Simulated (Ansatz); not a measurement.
# CHMg+ (triplet): from Hartree-Fock to the top rungs, def2-QZVPP

An exercise on one series of results from a longer session: the logs are not shown, and one member is left open.

Method: def2-QZVPP, core rule «outside noble gas», up to 6 orbitals frozen; program: Ansatz 0.2.0, Gaussian basis.

To be run: UHF; ROHF; CCSD(T) on UHF.

2 further runs of the same task are left out: 2 set aside as unsound or not needed.

## What is computed

The geometry is a PBE0/def2-TZVP stationary point (not a proven minimum) of the parent state, kept for this charge and spin.

3 atoms, charge 1, spin multiplicity 3.

Atoms are counted from 1 here; the program's logs count them from 0.

Bond lengths: C1–Mg2 2.097 Å, Mg2–H3 1.697 Å. Angles: C1–Mg2–H3 180.0°.

As a file:

```xyz
3

C     0.0000    0.0000    1.9635
Mg    0.0000    0.0000   -0.1335
H     0.0000    0.0000   -1.8300
```

Set-up of the first run:

Contents of in.yaml:

```yaml
crystal:
  periodic: [false, false, false]
  atoms:
    - {symbol: C, position_ang: [0.000000, 0.000000, 1.963452]}
    - {symbol: Mg, position_ang: [0.000000, 0.000000, -0.133469]}
    - {symbol: H, position_ang: [0.000000, 0.000000, -1.829984]}
basis:
  gaussian: {orbitals: "def2-QZVPP.json"}
total_charge: 1
magnetization: {spin_polarized: true, initial_magnetization: 2}
hamiltonian: {xc: hf}
output: {orbitals: {seedname: orbitals}}
```

The run is started by

```bash
$ ansatz run in.yaml --threads 1 --pin off --events-out ev --progress --plain --max-ram 2393MiB
```

Among the steps run: UHF; ROHF; CCSD(T) on UHF.

One table of the session follows, with a row left open; its other results are not shown here.

It belongs to the step «Misses and costs». 

| method | from UCCSD(T) (kcal/mol) |
| --- | --- |
| ROHF | +84.80 |
| UHF | +82.08 |
| UMP2 | ? |
| UCCSD | +1.74 |
| UCCSD(T) | 0 |

Estimate the missing values for UMP2.

The run gave: from UCCSD(T) (kcal/mol): +18.97. In the column «from UCCSD(T) (kcal/mol)» it lies between UCCSD (+1.74) and UHF (+82.08).
